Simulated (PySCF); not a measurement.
NaCl: one state, many levels of theory

State: ¹Σ⁺ (singlet), closed shell. Set-up: Na def2-SVPD, Cl def2-SVPD; no relativity (PySCF 2.14). De refers to Na + Cl in their high-spin ground configurations, without counterpoise correction. A positive dipole means Na(−)Cl(+).

```csv
Level,Re (Å),ωe (cm⁻¹),De (eV),μ (D),"CPU s a point (SCF and correlation, without the integrals)"
RHF,2.407,357,3.20,-9.62,0.054
RHF-MP2,2.417,347,4.21,n/a,0.09
RHF-SCS-MP2,2.417,348,4.12,n/a,n/a
RHF-CCSD,2.416,348,4.04,n/a,n/a
RHF-CCSD(T),2.419,346,4.09,n/a,1.2
LDA,2.351,367,4.57,-8.64,0.38
PBE,2.390,352,4.19,-8.80,0.59
PW91,2.389,351,4.26,-8.76,0.45
r²SCAN,2.387,358,4.35,-9.15,0.82
PBE0,2.380,361,4.18,-9.06,1
r²SCAN0,2.380,363,4.28,-9.24,0.86
LC-ωPBE,2.375,364,4.24,-9.26,0.71
```

Q: Which functional lies closest to RHF-CCSD(T) in De, which farthest, and by how much do they differ from it?

A: Closest is PBE0 (-3.9 pm in Re, +4.3 % in ωe, +0.09 eV in De against RHF-CCSD(T) in the same basis), farthest LDA (-6.8 pm in Re, +6.1 % in ωe, +0.48 eV in De). CCSD(T) converges more slowly with the basis than the functionals do and binds too weakly in this one, so the order can change at the basis-set limit.

Q: What does a quarter of exact exchange do here, going from PBE to PBE0?

A: PBE0 less PBE: -1.0 pm in Re, +2.6 % in ωe, -0.01 eV in De. Exact exchange removes part of the self-interaction that spreads semilocal densities, and in most molecules shortens and stiffens the bond and lowers De; so it does here.

Q: What does the gradient correction do here, going from LDA to PBE?

A: PBE less LDA: +3.9 pm in Re, -4.1 % in ωe, -0.38 eV in De. The gradient correction favours the more uneven density of free atoms, so it tends to lengthen bonds and takes away much of the overbinding of LDA; so it does here.

Correlated steps freeze 6 core orbitals. Correlated levels converge slowly with the basis: in double zeta they bind strong bonds too weakly, by up to about 1 eV, and carry superposition errors of some tenths. Where the molecule has an RHF reference, its open-shell atoms are computed with UHF.

The whole job (state search and all levels along the bond) took about 1.4 min on 1 thread of Arm Neoverse N1 (shared host), peak memory 0.5 GiB.
